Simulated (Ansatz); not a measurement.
# CH₃BN (doublet): B2PLYP, RPA-PBE over a scan of the distance B1–H4 along a hydrogen transfer, cc-pVDZ

Aim: run CH₃BN (doublet) with these functionals over a scan of the distance B1–H4 along a hydrogen transfer, and hold them against the top wave-function level at the same points.

Program: Ansatz 0.2.0, Gaussian basis. Level of theory: cc-pVDZ, all electrons in the functionals, frozen cores in the correlation of double hybrids and RPA. These are calculated values, not measurements.

To be run: B2PLYP, RPA-PBE, at 1.194 Å; 1.282 Å; 1.460 Å; 1.638 Å; 1.816 Å.

### Step 1. What is computed

The geometry derives from fragments relaxed apart (PBE0/def2-TZVP) and kept rigid, so it is no stationary point. A hydrogen atom is moved between rigid fragments.

6 atoms, charge 0, spin multiplicity 2.

Atoms are counted from 1 here; the program's logs count them from 0.

Bond lengths: B1–H2 1.193 Å, B1–H3 1.193 Å, B1–H4 1.193 Å, N5–C6 1.160 Å. Angles: H2–B1–H3 120.0°, H2–B1–H4 120.0°, H3–B1–H4 120.0°.

No dispersion term is added.

The geometry shown and the zero of energy belong to the point 1.194 Å. The yardstick, UCCSDT(Q), and other wave-function levels (R restricted, U unrestricted, valence and pair active spaces) come from earlier runs.

### Step 2. B2PLYP, 1.194 Å

Contents of in.yaml:

```yaml
crystal:
  periodic: [false, false, false]
  atoms:
    - {symbol: B, position_ang: [-2.304903, 0.000000, 0.000000]}
    - {symbol: H, position_ang: [-2.901637, 1.033571, 0.000000]}
    - {symbol: H, position_ang: [-2.901637, -1.033571, 0.000000]}
    - {symbol: H, position_ang: [-1.111438, 0.000000, 0.000000]}
    - {symbol: N, position_ang: [1.761181, 0.000000, 0.000000]}
    - {symbol: C, position_ang: [0.601097, 0.000000, 0.000000]}
basis:
  gaussian: {orbitals: cc-pVDZ}
magnetization: {spin_polarized: true, initial_magnetization: 1}
hamiltonian: {xc: {name: B2PLYP}}
correlation: {electrons: outside_noble_gas}
```

Command:

```bash
$ ansatz run in.yaml --threads 1 --pin off --events-out ev --progress --plain --max-ram 2816MiB --backend cpu
```

The log of the run:

```text
Functional definition: B2PLYP
  name "B2PLYP"
  cite "Grimme, J. Chem. Phys. 124, 034108 (2006) doi:10.1063/1.2148954"
  cite "Becke, Phys. Rev. A 38, 3098 (1988) doi:10.1103/PhysRevA.38.3098"
  cite "Lee, Yang & Parr, Phys. Rev. B 37, 785 (1988) doi:10.1103/PhysRevB.37.785"
  parameter a = 0.53
  parameter c = 0.27
  exchange = (1 - a)*b88_x + a*exact_x
  correlation = (1 - c)*lyp_c + c*(mp2_os + mp2_ss)
530 factors; integrals over basis functions are off by at most 1.2e-3 eV
mean field evaluation 1: about -3237.4676 eV, gradient 2.3e1 eV
mean field evaluation 2: about -3237.5775 eV, gradient 2.3e1 eV
mean field evaluation 4: about -3240.0254 eV, gradient 5.0e0 eV
mean field evaluation 8: about -3240.2454 eV, gradient 4.8e-1 eV
mean field evaluation 16: about -3240.2632 eV, gradient 3.5e-3 eV
mean field -3240.26317063 eV, -119.0774751914 hartree, gradient 4.8e-6 eV, S^2 0.792046; 0 other end points of the search recorded, 0 dependent functions left out
3 core orbitals not correlated: weight in the atoms' cores, before any rotation towards them, 1.000 or more for the frozen orbitals, at most 0.000 for the correlated occupied ones
reference -3240.26330125 eV, -119.0774799917 hartree; 8, 7 occupied and 46, 47 virtual orbitals, 530 factors
second order -12.53422376 eV of doubles, -0.00000000 eV of singles
Total energy: -3243.64754167 eV, -119.2018485330 hartree
```

Run time: 1.4 s. Hardware: 1 thread of AMD EPYC 7R13, shared host.

From the report: ⟨S²⟩ of the determinant 0.792 (pure doublet: 0.75).

### Step 3. B2PLYP, 1.282 Å

Contents of in.yaml:

```yaml
crystal:
  periodic: [false, false, false]
  atoms:
    - {symbol: B, position_ang: [-2.307142, 0.000000, 0.000000]}
    - {symbol: H, position_ang: [-2.903876, 1.033571, 0.000000]}
    - {symbol: H, position_ang: [-2.903876, -1.033571, 0.000000]}
    - {symbol: H, position_ang: [-1.025142, 0.000000, 0.000000]}
    - {symbol: N, position_ang: [1.758942, 0.000000, 0.000000]}
    - {symbol: C, position_ang: [0.598858, 0.000000, 0.000000]}
basis:
  gaussian: {orbitals: cc-pVDZ}
magnetization: {spin_polarized: true, initial_magnetization: 1}
hamiltonian: {xc: {name: B2PLYP}}
correlation: {electrons: outside_noble_gas}
```

Launched as before.

The log of the run (excerpt; [...] marks lines left out):

```text
Functional definition: B2PLYP
  name "B2PLYP"
  cite "Grimme, J. Chem. Phys. 124, 034108 (2006) doi:10.1063/1.2148954"
  cite "Becke, Phys. Rev. A 38, 3098 (1988) doi:10.1103/PhysRevA.38.3098"
  cite "Lee, Yang & Parr, Phys. Rev. B 37, 785 (1988) doi:10.1103/PhysRevB.37.785"
[...]
532 factors; integrals over basis functions are off by at most 1.2e-3 eV
[...]
mean field -3240.32859393 eV, -119.0798794533 hartree, gradient 3.8e-6 eV, S^2 0.790476; 0 other end points of the search recorded, 0 dependent functions left out
3 core orbitals not correlated: weight in the atoms' cores, before any rotation towards them, 1.000 or more for the frozen orbitals, at most 0.000 for the correlated occupied ones
reference -3240.32872394 eV, -119.0798842312 hartree; 8, 7 occupied and 46, 47 virtual orbitals, 532 factors
second order -12.56791598 eV of doubles, -0.00000000 eV of singles
Total energy: -3243.72206126 eV, -119.2045870774 hartree
```

Run time: 1.4 s. Hardware: 1 thread of AMD EPYC 7R13, shared host.

From the report: ⟨S²⟩ of the determinant 0.790 (pure doublet: 0.75).

From 1.194 Å: -1.7 kcal/mol.

### Step 4. B2PLYP, 1.460 Å

Contents of in.yaml:

```yaml
crystal:
  periodic: [false, false, false]
  atoms:
    - {symbol: B, position_ang: [-2.311644, 0.000000, 0.000000]}
    - {symbol: H, position_ang: [-2.908378, 1.033571, 0.000000]}
    - {symbol: H, position_ang: [-2.908378, -1.033571, 0.000000]}
    - {symbol: H, position_ang: [-0.851644, 0.000000, 0.000000]}
    - {symbol: N, position_ang: [1.754440, 0.000000, 0.000000]}
    - {symbol: C, position_ang: [0.594356, 0.000000, 0.000000]}
basis:
  gaussian: {orbitals: cc-pVDZ}
magnetization: {spin_polarized: true, initial_magnetization: 1}
hamiltonian: {xc: {name: B2PLYP}}
correlation: {electrons: outside_noble_gas}
```

Same command.

The log of the run (excerpt; [...] marks lines left out):

```text
Functional definition: B2PLYP
  name "B2PLYP"
  cite "Grimme, J. Chem. Phys. 124, 034108 (2006) doi:10.1063/1.2148954"
  cite "Becke, Phys. Rev. A 38, 3098 (1988) doi:10.1103/PhysRevA.38.3098"
  cite "Lee, Yang & Parr, Phys. Rev. B 37, 785 (1988) doi:10.1103/PhysRevB.37.785"
[...]
532 factors; integrals over basis functions are off by at most 1.1e-3 eV
[...]
mean field -3240.40907532 eV, -119.0828370897 hartree, gradient 2.1e-6 eV, S^2 0.780667; 0 other end points of the search recorded, 0 dependent functions left out
3 core orbitals not correlated: weight in the atoms' cores, before any rotation towards them, 1.000 or more for the frozen orbitals, at most 0.000 for the correlated occupied ones
reference -3240.40920485 eV, -119.0828418501 hartree; 8, 7 occupied and 46, 47 virtual orbitals, 532 factors
second order -12.57315563 eV of doubles, -0.00000000 eV of singles
Total energy: -3243.80395687 eV, -119.2075966858 hartree
```

Wall time 1.4 s (1 thread of AMD EPYC 7R13, shared host).

From the report: ⟨S²⟩ of the determinant 0.781 (pure doublet: 0.75).

From 1.194 Å: -3.6 kcal/mol.

### Step 5. B2PLYP, 1.638 Å

Contents of in.yaml:

```yaml
crystal:
  periodic: [false, false, false]
  atoms:
    - {symbol: B, position_ang: [-2.316146, 0.000000, 0.000000]}
    - {symbol: H, position_ang: [-2.912880, 1.033571, 0.000000]}
    - {symbol: H, position_ang: [-2.912880, -1.033571, 0.000000]}
    - {symbol: H, position_ang: [-0.678146, 0.000000, 0.000000]}
    - {symbol: N, position_ang: [1.749938, 0.000000, 0.000000]}
    - {symbol: C, position_ang: [0.589854, 0.000000, 0.000000]}
basis:
  gaussian: {orbitals: cc-pVDZ}
magnetization: {spin_polarized: true, initial_magnetization: 1}
hamiltonian: {xc: {name: B2PLYP}}
correlation: {electrons: outside_noble_gas}
```

Launched as before.

The log of the run (excerpt; [...] marks lines left out):

```text
Functional definition: B2PLYP
  name "B2PLYP"
  cite "Grimme, J. Chem. Phys. 124, 034108 (2006) doi:10.1063/1.2148954"
  cite "Becke, Phys. Rev. A 38, 3098 (1988) doi:10.1103/PhysRevA.38.3098"
  cite "Lee, Yang & Parr, Phys. Rev. B 37, 785 (1988) doi:10.1103/PhysRevB.37.785"
[...]
532 factors; integrals over basis functions are off by at most 1.4e-3 eV
[...]
mean field -3240.72167837 eV, -119.0943250399 hartree, gradient 6.7e-6 eV, S^2 0.763787; 0 other end points of the search recorded, 0 dependent functions left out
3 core orbitals not correlated: weight in the atoms' cores, before any rotation towards them, 1.000 or more for the frozen orbitals, at most 0.000 for the correlated occupied ones
reference -3240.72180817 eV, -119.0943298100 hartree; 8, 7 occupied and 46, 47 virtual orbitals, 532 factors
second order -12.46154698 eV of doubles, -0.00000000 eV of singles
Total energy: -3244.08642585 eV, -119.2179772294 hartree
```

It took 1.4 s on 1 thread of AMD EPYC 7R13, shared host.

From the report: ⟨S²⟩ of the determinant 0.764 (pure doublet: 0.75).

From 1.194 Å: -10.1 kcal/mol.

### Step 6. B2PLYP, 1.816 Å

Contents of in.yaml:

```yaml
crystal:
  periodic: [false, false, false]
  atoms:
    - {symbol: B, position_ang: [-2.320648, 0.000000, 0.000000]}
    - {symbol: H, position_ang: [-2.917382, 1.033571, 0.000000]}
    - {symbol: H, position_ang: [-2.917382, -1.033571, 0.000000]}
    - {symbol: H, position_ang: [-0.504648, 0.000000, 0.000000]}
    - {symbol: N, position_ang: [1.745436, 0.000000, 0.000000]}
    - {symbol: C, position_ang: [0.585352, 0.000000, 0.000000]}
basis:
  gaussian: {orbitals: cc-pVDZ}
magnetization: {spin_polarized: true, initial_magnetization: 1}
hamiltonian: {xc: {name: B2PLYP}}
correlation: {electrons: outside_noble_gas}
```

Same command.

The log of the run (excerpt; [...] marks lines left out):

```text
Functional definition: B2PLYP
  name "B2PLYP"
  cite "Grimme, J. Chem. Phys. 124, 034108 (2006) doi:10.1063/1.2148954"
  cite "Becke, Phys. Rev. A 38, 3098 (1988) doi:10.1103/PhysRevA.38.3098"
  cite "Lee, Yang & Parr, Phys. Rev. B 37, 785 (1988) doi:10.1103/PhysRevB.37.785"
[...]
532 factors; integrals over basis functions are off by at most 1.3e-3 eV
[...]
mean field -3241.00943839 eV, -119.1049000258 hartree, gradient 4.1e-6 eV, S^2 0.754740; 0 other end points of the search recorded, 0 dependent functions left out
3 core orbitals not correlated: weight in the atoms' cores, before any rotation towards them, 1.000 or more for the frozen orbitals, at most 0.000 for the correlated occupied ones
reference -3241.00956832 eV, -119.1049048005 hartree; 8, 7 occupied and 46, 47 virtual orbitals, 532 factors
second order -12.27900495 eV of doubles, -0.00000000 eV of singles
Total energy: -3244.32489965 eV, -119.2267409799 hartree
```

Wall time 1.4 s (1 thread of AMD EPYC 7R13, shared host).

From the report: ⟨S²⟩ of the determinant 0.755 (pure doublet: 0.75).

From 1.194 Å: -15.6 kcal/mol.

### Step 7. RPA-PBE, 1.194 Å

Contents of in.yaml:

```yaml
crystal:
  periodic: [false, false, false]
  atoms:
    - {symbol: B, position_ang: [-2.304903, 0.000000, 0.000000]}
    - {symbol: H, position_ang: [-2.901637, 1.033571, 0.000000]}
    - {symbol: H, position_ang: [-2.901637, -1.033571, 0.000000]}
    - {symbol: H, position_ang: [-1.111438, 0.000000, 0.000000]}
    - {symbol: N, position_ang: [1.761181, 0.000000, 0.000000]}
    - {symbol: C, position_ang: [0.601097, 0.000000, 0.000000]}
basis:
  gaussian: {orbitals: cc-pVDZ}
magnetization: {spin_polarized: true, initial_magnetization: 1}
hamiltonian: {xc: {name: PBE}}
correlation: {method: rpa, electrons: outside_noble_gas}
```

Same command.

The log of the run (excerpt; [...] marks lines left out):

```text
Functional definition: PBE
  name "PBE"
  cite "Perdew, Burke & Ernzerhof, Phys. Rev. Lett. 77, 3865 (1996) doi:10.1103/PhysRevLett.77.3865"
  parent pbe
[...]
530 factors; integrals over basis functions are off by at most 1.2e-3 eV
[...]
mean field -3242.60381402 eV, -119.1634922493 hartree, gradient 3.9e-6 eV, S^2 0.755384; 0 other end points of the search recorded, 0 dependent functions left out
3 core orbitals not correlated: weight in the atoms' cores, before any rotation towards them, 1.000 or more for the frozen orbitals, at most 0.000 for the correlated occupied ones
reference -3225.90863641 eV, -118.5499557887 hartree; 8, 7 occupied and 46, 47 virtual orbitals, 530 factors
Total energy: -3242.82052311 eV, -119.1714561615 hartree
```

Run time: 1.6 s. Hardware: 1 thread of AMD EPYC 7R13, shared host.

From the report: ⟨S²⟩ of the determinant 0.755 (pure doublet: 0.75).

### Step 8. RPA-PBE, 1.282 Å

Contents of in.yaml:

```yaml
crystal:
  periodic: [false, false, false]
  atoms:
    - {symbol: B, position_ang: [-2.307142, 0.000000, 0.000000]}
    - {symbol: H, position_ang: [-2.903876, 1.033571, 0.000000]}
    - {symbol: H, position_ang: [-2.903876, -1.033571, 0.000000]}
    - {symbol: H, position_ang: [-1.025142, 0.000000, 0.000000]}
    - {symbol: N, position_ang: [1.758942, 0.000000, 0.000000]}
    - {symbol: C, position_ang: [0.598858, 0.000000, 0.000000]}
basis:
  gaussian: {orbitals: cc-pVDZ}
magnetization: {spin_polarized: true, initial_magnetization: 1}
hamiltonian: {xc: {name: PBE}}
correlation: {method: rpa, electrons: outside_noble_gas}
```

The command is unchanged.

The log of the run (excerpt; [...] marks lines left out):

```text
Functional definition: PBE
  name "PBE"
  cite "Perdew, Burke & Ernzerhof, Phys. Rev. Lett. 77, 3865 (1996) doi:10.1103/PhysRevLett.77.3865"
  parent pbe
[...]
532 factors; integrals over basis functions are off by at most 1.2e-3 eV
[...]
mean field -3242.71498140 eV, -119.1675775753 hartree, gradient 2.0e-6 eV, S^2 0.755422; 0 other end points of the search recorded, 0 dependent functions left out
3 core orbitals not correlated: weight in the atoms' cores, before any rotation towards them, 1.000 or more for the frozen orbitals, at most 0.000 for the correlated occupied ones
reference -3225.97205360 eV, -118.5522863273 hartree; 8, 7 occupied and 46, 47 virtual orbitals, 532 factors
Total energy: -3242.88591945 eV, -119.1738594328 hartree
```

It took 1.6 s on 1 thread of AMD EPYC 7R13, shared host.

From the report: ⟨S²⟩ of the determinant 0.755 (pure doublet: 0.75).

From 1.194 Å: -1.5 kcal/mol.

### Step 9. RPA-PBE, 1.460 Å

Contents of in.yaml:

```yaml
crystal:
  periodic: [false, false, false]
  atoms:
    - {symbol: B, position_ang: [-2.311644, 0.000000, 0.000000]}
    - {symbol: H, position_ang: [-2.908378, 1.033571, 0.000000]}
    - {symbol: H, position_ang: [-2.908378, -1.033571, 0.000000]}
    - {symbol: H, position_ang: [-0.851644, 0.000000, 0.000000]}
    - {symbol: N, position_ang: [1.754440, 0.000000, 0.000000]}
    - {symbol: C, position_ang: [0.594356, 0.000000, 0.000000]}
basis:
  gaussian: {orbitals: cc-pVDZ}
magnetization: {spin_polarized: true, initial_magnetization: 1}
hamiltonian: {xc: {name: PBE}}
correlation: {method: rpa, electrons: outside_noble_gas}
```

The command is unchanged.

The log of the run (excerpt; [...] marks lines left out):

```text
Functional definition: PBE
  name "PBE"
  cite "Perdew, Burke & Ernzerhof, Phys. Rev. Lett. 77, 3865 (1996) doi:10.1103/PhysRevLett.77.3865"
  parent pbe
[...]
532 factors; integrals over basis functions are off by at most 1.1e-3 eV
[...]
mean field -3242.81482278 eV, -119.1712466782 hartree, gradient 7.0e-6 eV, S^2 0.754983; 2 other end points of the search recorded, 0 dependent functions left out
3 core orbitals not correlated: weight in the atoms' cores, before any rotation towards them, 1.000 or more for the frozen orbitals, at most 0.000 for the correlated occupied ones
reference -3226.12349868 eV, -118.5578518316 hartree; 8, 7 occupied and 46, 47 virtual orbitals, 532 factors
Total energy: -3242.92635268 eV, -119.1753453266 hartree
```

Run time: 2.3 s. Hardware: 1 thread of AMD EPYC 7R13, shared host.

From the report: ⟨S²⟩ of the determinant 0.755 (pure doublet: 0.75).

From 1.194 Å: -2.4 kcal/mol.

### Step 10. RPA-PBE, 1.638 Å

Contents of in.yaml:

```yaml
crystal:
  periodic: [false, false, false]
  atoms:
    - {symbol: B, position_ang: [-2.316146, 0.000000, 0.000000]}
    - {symbol: H, position_ang: [-2.912880, 1.033571, 0.000000]}
    - {symbol: H, position_ang: [-2.912880, -1.033571, 0.000000]}
    - {symbol: H, position_ang: [-0.678146, 0.000000, 0.000000]}
    - {symbol: N, position_ang: [1.749938, 0.000000, 0.000000]}
    - {symbol: C, position_ang: [0.589854, 0.000000, 0.000000]}
basis:
  gaussian: {orbitals: cc-pVDZ}
magnetization: {spin_polarized: true, initial_magnetization: 1}
hamiltonian: {xc: {name: PBE}}
correlation: {method: rpa, electrons: outside_noble_gas}
```

The command is unchanged.

The log of the run (excerpt; [...] marks lines left out):

```text
Functional definition: PBE
  name "PBE"
  cite "Perdew, Burke & Ernzerhof, Phys. Rev. Lett. 77, 3865 (1996) doi:10.1103/PhysRevLett.77.3865"
  parent pbe
[...]
532 factors; integrals over basis functions are off by at most 1.4e-3 eV
[...]
mean field -3243.02009255 eV, -119.1787902032 hartree, gradient 5.4e-6 eV, S^2 0.753326; 4 other end points of the search recorded, 0 dependent functions left out
3 core orbitals not correlated: weight in the atoms' cores, before any rotation towards them, 1.000 or more for the frozen orbitals, at most 0.000 for the correlated occupied ones
reference -3226.64034059 eV, -118.5768454211 hartree; 8, 7 occupied and 46, 47 virtual orbitals, 532 factors
Total energy: -3243.17439244 eV, -119.1844606196 hartree
```

Run time: 3.8 s. Hardware: 1 thread of AMD EPYC 7R13, shared host.

From the report: ⟨S²⟩ of the determinant 0.753 (pure doublet: 0.75).

From 1.194 Å: -8.2 kcal/mol.

### Step 11. RPA-PBE, 1.816 Å

Contents of in.yaml:

```yaml
crystal:
  periodic: [false, false, false]
  atoms:
    - {symbol: B, position_ang: [-2.320648, 0.000000, 0.000000]}
    - {symbol: H, position_ang: [-2.917382, 1.033571, 0.000000]}
    - {symbol: H, position_ang: [-2.917382, -1.033571, 0.000000]}
    - {symbol: H, position_ang: [-0.504648, 0.000000, 0.000000]}
    - {symbol: N, position_ang: [1.745436, 0.000000, 0.000000]}
    - {symbol: C, position_ang: [0.585352, 0.000000, 0.000000]}
basis:
  gaussian: {orbitals: cc-pVDZ}
magnetization: {spin_polarized: true, initial_magnetization: 1}
hamiltonian: {xc: {name: PBE}}
correlation: {method: rpa, electrons: outside_noble_gas}
```

The command is unchanged.

The log of the run (excerpt; [...] marks lines left out):

```text
Functional definition: PBE
  name "PBE"
  cite "Perdew, Burke & Ernzerhof, Phys. Rev. Lett. 77, 3865 (1996) doi:10.1103/PhysRevLett.77.3865"
  parent pbe
[...]
532 factors; integrals over basis functions are off by at most 1.3e-3 eV
[...]
mean field -3243.13933217 eV, -119.1831721784 hartree, gradient 8.0e-6 eV, S^2 0.752027; 0 other end points of the search recorded, 0 dependent functions left out
3 core orbitals not correlated: weight in the atoms' cores, before any rotation towards them, 1.000 or more for the frozen orbitals, at most 0.000 for the correlated occupied ones
reference -3227.14897039 eV, -118.5955372215 hartree; 8, 7 occupied and 46, 47 virtual orbitals, 532 factors
Total energy: -3243.39956135 eV, -119.1927354244 hartree
```

It took 2 s on 1 thread of AMD EPYC 7R13, shared host.

From the report: ⟨S²⟩ of the determinant 0.752 (pure doublet: 0.75).

From 1.194 Å: -13.4 kcal/mol.

### Step 12. The comparison

The yardstick is UCCSDT(Q), where the cluster series has nearly closed. It comes from earlier runs at the same points. Energies in kcal/mol, counted from 1.194 Å; blanks weren't run or aren't comparable.

| level | 1.194 Å | 1.282 Å | 1.460 Å | 1.638 Å | 1.816 Å |
| --- | --- | --- | --- | --- | --- |
| UCCSDT(Q) | 0.0 | -1.1 | -2.2 | -8.7 | -14.4 |
| B2PLYP | 0.0 | -1.7 | -3.6 | -10.1 | -15.6 |
| RPA-PBE | 0.0 | -1.5 | -2.4 | -8.2 | -13.4 |

Largest miss and mean time a point (UCCSDT(Q) took 7.7 s a point; shared hosts):

| level | largest miss (kcal/mol) | where | time a point |
| --- | --- | --- | --- |
| B2PLYP | -1.4 | 1.638 Å | 1.4 s |
| RPA-PBE | +1.0 | 1.816 Å | 2.3 s |

### Step 13. Outcome

| quantity | value |
| --- | --- |
| span of the UCCSDT(Q) curve | 14.4 kcal/mol |
| largest miss, B2PLYP | -1.4 kcal/mol (1.638 Å) |
| largest miss, RPA-PBE | +1.0 kcal/mol (1.816 Å) |

In words: Of the functionals, RPA-PBE keep the smallest largest miss at the points compared (at most 1.0 kcal/mol) and B2PLYP strays most (1.4 kcal/mol, at 1.638 Å). Functionals and the yardstick converge differently with the basis, so part of each miss in cc-pVDZ is the basis.
